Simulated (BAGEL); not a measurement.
# CH5NSi (SMILES C[Si]N): B3LYP/6-31G(d) (density fitting with qzvpp-jkfit, spherical functions)

Aim: the energy change on altering one bond length of CH5NSi at B3LYP/6-31G* (density fitting with qzvpp-jkfit, spherical functions), from 2 runs. 

The calculation is run with BAGEL 1.2.2.

12 further runs of the same task are left out: 12 set aside as unsound or not needed.

### Step 1. The molecule

CH5NSi has 8 atoms, charge 0, and is taken as a singlet. SMILES: `C[Si]N`. The coordinates come from a PBE0-D4/def2-TZVP relaxation. This is one conformer, not always the lowest.

Bond lengths: C1–Si2 1.904 Å, Si2–N3 1.709 Å, C1–H4 1.094 Å, C1–H5 1.094 Å, C1–H6 1.098 Å, N3–H7 1.008 Å, N3–H8 1.010 Å. Angles: C1–Si2–N3 98.7°, Si2–C1–H4 115.0°, Si2–C1–H5 110.7°, Si2–C1–H6 107.9°, Si2–N3–H7 121.7°, Si2–N3–H8 126.1°, H4–C1–H5 108.8°, H4–C1–H6 108.0°, H5–C1–H6 106.1°, H7–N3–H8 112.1°.

### Step 2. A single-point energy at B3LYP/6-31G(d) (density fitting with qzvpp-jkfit, spherical functions)

Input file job.json:

```json
{ "bagel" : [

{
  "title" : "molecule",
  "basis" : "6-31gs.json",
  "df_basis" : "qzvpp-jkfit",
  "angstrom" : "true",
  "geometry" : [
    { "atom" : "C", "xyz" : [   -0.660000,    0.824700,   -0.552100 ] },
    { "atom" : "Si", "xyz" : [    0.963800,    0.653800,    0.427700 ] },
    { "atom" : "N", "xyz" : [    0.932200,   -1.034400,    0.690700 ] },
    { "atom" : "H", "xyz" : [   -1.026400,   -0.101800,   -1.004300 ] },
    { "atom" : "H", "xyz" : [   -0.562500,    1.583400,   -1.334100 ] },
    { "atom" : "H", "xyz" : [   -1.431400,    1.195000,    0.135900 ] },
    { "atom" : "H", "xyz" : [    1.651200,   -1.501900,    1.220100 ] },
    { "atom" : "H", "xyz" : [    0.225200,   -1.675700,    0.360300 ] }
  ]
},
{
  "title" : "ks",
  "xc_func" : "b3lyp"
},
{
  "title" : "print",
  "file" : "orbitals.molden",
  "orbitals" : "true"
}

]}
```

The basis set 6-31G* is read from a file made from the Basis Set Exchange's data (not shown).

Command:

```console
$ BAGEL_NUM_THREADS=1 BAGEL job.json > job.out
```

What it wrote:

```text
* using 1 threads per process

  ===============================================================
  ===============================================================

  *** Geometry ***

  { "atom" : "C", "xyz" : [     -1.247219,      1.558457,     -1.043318 ] },
  { "atom" : "Si", "xyz" : [      1.821318,      1.235503,      0.808236 ] },
  { "atom" : "N", "xyz" : [      1.761603,     -1.954733,      1.305234 ] },
  { "atom" : "H", "xyz" : [     -1.939615,     -0.192374,     -1.897852 ] },
  { "atom" : "H", "xyz" : [     -1.062971,      2.992192,     -2.521084 ] },
  { "atom" : "H", "xyz" : [     -2.704954,      2.258223,      0.256814 ] },
  { "atom" : "H", "xyz" : [      3.120316,     -2.838180,      2.305655 ] },
  { "atom" : "H", "xyz" : [      0.425566,     -3.166614,      0.680868 ] },

  Number of auxiliary basis functions:      370

  Since a DF basis is specified, we compute 2- and 3-index integrals:
    o Being stored without compression. Storage requirement is 0.009 GB

  Number of basis functions:       56
  Number of electrons      :       32

    * METHOD: MOLECULE                             0.12

  *** Kohn-Sham DFT ***

    * Removing 13380 points whose weight is below 1.00e-10
    * Grid points: 105868

  === Nuclear Repulsion ===
   100.3690905671

       - DIIS with orbital gradients will be used.

  === KS iteration (b3lyp / 6-31gs.json) ===
      0       -362.37582838          0.14962375           0.21
      1       -347.32003302          0.16605021           0.21
      2       -344.96582589          0.21837875           0.21
      3       -371.25547404          0.12602029           0.21
      4       -384.00826647          0.06160178           0.21
      5       -384.60473437          0.05334812           0.21
      6       -385.31913749          0.01185756           0.21
      7       -385.34594803          0.00414809           0.21
      8       -385.35056565          0.00090019           0.20
      9       -385.35081869          0.00049649           0.21
     10       -385.35088632          0.00007188           0.21
     11       -385.35088760          0.00003114           0.21
     12       -385.35088785          0.00000367           0.21
     13       -385.35088785          0.00000063           0.21
     14       -385.35088785          0.00000023           0.21
     15       -385.35088785          0.00000006           0.21
     16       -385.35088785          0.00000003           0.21
     17       -385.35088785          0.00000001           0.21
     18       -385.35088785          0.00000000           0.21
    * SCF iteration converged.

    * Permanent dipole moment:
           (    0.356813,     0.824489,     0.060670) a.u.

    * METHOD: KS                                   4.44

    * METHOD: PRINT                                0.01

  ===============================================================
```

It took 4.8 s on 1 thread of Arm Neoverse V1, shared host; peak memory 0.3 GiB.

### Step 3. The distorted shape at the same level

Input file input.json:

```json
{ "bagel" : [

{
  "title" : "molecule",
  "basis" : "6-31gs.json",
  "df_basis" : "qzvpp-jkfit",
  "angstrom" : true,
  "geometry" : [
    { "atom" : "C", "xyz" : [      -0.689251,       0.597085,      -0.317495 ] },
    { "atom" : "Si", "xyz" : [       0.934549,       0.426185,       0.662305 ] },
    { "atom" : "N", "xyz" : [       0.902949,      -1.262015,       0.925305 ] },
    { "atom" : "H", "xyz" : [      -1.055651,      -0.329415,      -0.769695 ] },
    { "atom" : "H", "xyz" : [      -0.562500,       1.583400,      -1.334100 ] },
    { "atom" : "H", "xyz" : [      -1.460651,       0.967385,       0.370505 ] },
    { "atom" : "H", "xyz" : [       1.621949,      -1.729515,       1.454705 ] },
    { "atom" : "H", "xyz" : [       0.195949,      -1.903315,       0.594905 ] }
  ]
},

{
  "title" : "ks",
  "xc_func" : "b3lyp"
},

{
  "title" : "print",
  "file" : "orbitals.molden",
  "orbitals" : true
}

]}
```

The basis set 6-31G* is read from a file made from the Basis Set Exchange's data (not shown).

Command:

```console
$ BAGEL_NUM_THREADS=1 BAGEL input.json > input.out
```

What it wrote:

```text
* using 1 threads per process

  ===============================================================
  ===============================================================

  *** Geometry ***

  { "atom" : "C", "xyz" : [     -1.302496,      1.128327,     -0.599979 ] },
  { "atom" : "Si", "xyz" : [      1.766042,      0.805373,      1.251575 ] },
  { "atom" : "N", "xyz" : [      1.706326,     -2.384863,      1.748573 ] },
  { "atom" : "H", "xyz" : [     -1.994891,     -0.622504,     -1.454513 ] },
  { "atom" : "H", "xyz" : [     -1.062971,      2.992192,     -2.521084 ] },
  { "atom" : "H", "xyz" : [     -2.760230,      1.828093,      0.700153 ] },
  { "atom" : "H", "xyz" : [      3.065039,     -3.268310,      2.748994 ] },
  { "atom" : "H", "xyz" : [      0.370290,     -3.596744,      1.124208 ] },

  Number of auxiliary basis functions:      370

  Since a DF basis is specified, we compute 2- and 3-index integrals:
    o Being stored without compression. Storage requirement is 0.009 GB

  Number of basis functions:       56
  Number of electrons      :       32

    * METHOD: MOLECULE                             0.12

  *** Kohn-Sham DFT ***

    * Removing 12970 points whose weight is below 1.00e-10
    * Grid points: 106278

  === Nuclear Repulsion ===
    99.2685130873

       - DIIS with orbital gradients will be used.

  === KS iteration (b3lyp / 6-31gs.json) ===
      0       -362.62362579          0.14856915           0.22
      1       -348.63269418          0.16422557           0.21
      2       -345.44642927          0.21884623           0.22
      3       -371.48083473          0.12599765           0.22
      4       -384.04025064          0.06117914           0.22
      5       -384.67155230          0.04970655           0.22
      6       -385.28023960          0.01274136           0.23
      7       -385.31015402          0.00386031           0.22
      8       -385.31458768          0.00094147           0.21
      9       -385.31486670          0.00034593           0.21
     10       -385.31490025          0.00005888           0.21
     11       -385.31490099          0.00002770           0.22
     12       -385.31490119          0.00000400           0.21
     13       -385.31490119          0.00000079           0.21
     14       -385.31490119          0.00000046           0.22
     15       -385.31490119          0.00000015           0.22
     16       -385.31490119          0.00000003           0.23
     17       -385.31490119          0.00000001           0.22
    * SCF iteration converged.

    * Permanent dipole moment:
           (    0.354604,     0.904223,    -0.015291) a.u.

    * METHOD: KS                                   4.37

    * METHOD: PRINT                                0.01

  ===============================================================
```

Run time: 4.8 s. Hardware: 1 thread of Arm Neoverse V1, shared host; peak memory 0.3 GiB.

### Step 4. Outcome

Level: B3LYP/6-31G* (density fitting with qzvpp-jkfit, spherical functions).

| quantity | value |
| --- | --- |
| first shape: total energy | -385.35089 Eh |
| first shape: dipole moment | 2.29 D |
| first shape: HOMO energy | -5.64 eV |
| first shape: LUMO energy | -0.99 eV |
| first shape: HOMO–LUMO gap | 4.65 eV |
| distorted shape: total energy | -385.31490 Eh |
| distorted shape: dipole moment | 2.47 D |
| distorted shape: HOMO energy | -5.70 eV |
| distorted shape: LUMO energy | -1.05 eV |
| distorted shape: HOMO–LUMO gap | 4.65 eV |
| energy change with the C1–H5 bond stretched from 1.094 to 1.422 Å | 0.979 eV |

What this shows: With the C1–H5 bond stretched from 1.094 to 1.422 Å the energy rises by 0.98 eV (22.6 kcal/mol). The first shape isn't relaxed at this level, so the change isn't measured from a minimum.
